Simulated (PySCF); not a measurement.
**Name the molecule from its bond curve**

A diatomic of charge +1 contains C. Its doublet curve at M06-2X in a double-zeta basis (no relativity, PySCF), in eV from the separated fragments:

R (Å), E (eV) and a bar:
```
    1.286     -4.053 #########################
    1.345     -5.237 ###########
    1.405     -5.881 ###
    1.450     -6.098 #
    1.495     -6.141 
    1.540     -6.049 #
    1.600     -5.776 ####
    1.674     -5.279 ##########
    1.764     -4.570 ###################
    1.884     -3.595 ##############################
```

The fit gives ωe = 1481 cm⁻¹ and the rotational constant Bₑ = 0.8760 cm⁻¹.

Task: Which atom is the partner?

Result: The minimum lies at 1.485 Å, so the reduced mass is 16.8576 u Å² cm⁻¹/(Bₑ·Re²) = 8.726 u. With C at 12.00 u the partner weighs about 32.0 u: S. The molecule is CS⁺.

The state was picked by a PBE0 search and need not be the measured ground state.
